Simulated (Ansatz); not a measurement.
A nudged elastic band was laid between two geometries of CH$_{4}$NSi (7 atoms, charge 0, multiplicity 2).

Method: Ansatz, UKS PBE0-D4/STO-3G.

```json
{"movable images": "7", "climbing image": "yes", "spring": "5.0 eV/Å²", "optimiser": "fire", "start path": "through a guess of the saddle point", "force threshold": "0.05 eV/Å", "iteration limit": "60", "end points": "relaxed", "largest step": "0.02 Å"}
```

First end point:

```xyz
7
Properties=species:S:1:pos:R:3
C -1.159 0.085 -0.725
N 0.117 -0.007 -0.563
Si 0.931 -0.068 1.043
H -1.578 0.114 -1.749
H -1.924 0.141 0.077
H 1.892 1.025 0.958
H 1.721 -1.290 0.958
```

Last end point:

```xyz
7
Properties=species:S:1:pos:R:3
C -1.565 0.277 -0.333
N -0.335 -0.097 -0.724
Si 1.244 0.095 0.150
H -0.308 -0.604 -1.641
H -1.415 0.850 0.636
H 0.788 0.748 1.371
H 1.591 -1.269 0.541
```

Q: What changes between the two ends?

A: Bonds broken: C1–H4. Bonds formed: N2–H4.

Q: Give the energies along the band, and the barrier.

A: The run ended unconverged. The highest image is number 5 of 0 to 8, 98.7 kcal/mol above the first end and 55.9 kcal/mol above the last; the last end lies 42.8 kcal/mol above the first. The band didn't meet its force threshold, so its energies are provisional: the largest band force was still 0.38 eV/Å, and over the last iterations the top stayed at 4.28 eV. Limits of this set-up: minimal basis.

| image | path coordinate (Å) | energy (kcal/mol) | C1–H4 (Å) | N2–H4 (Å) |
| --- | --- | --- | --- | --- |
| 0 | 0.00 | 0.0 | 1.11 | 2.07 |
| 1 | 0.73 | 1.5 | 1.11 | 2.07 |
| 2 | 1.47 | 6.9 | 1.11 | 2.06 |
| 3 | 2.23 | 6.3 | 1.11 | 2.08 |
| 4 | 2.95 | 23.6 | 1.10 | 1.80 |
| 5 | 3.64 | 98.7 | 1.30 | 1.21 |
| 6 | 4.22 | 54.6 | 1.80 | 1.05 |
| 7 | 4.81 | 43.8 | 2.00 | 1.05 |
| 8 | 5.40 | 42.8 | 2.02 | 1.05 |

The run took 7.3 min on 1 thread of Arm Neoverse V2, with other jobs on the host, peak memory 0.1 GiB.
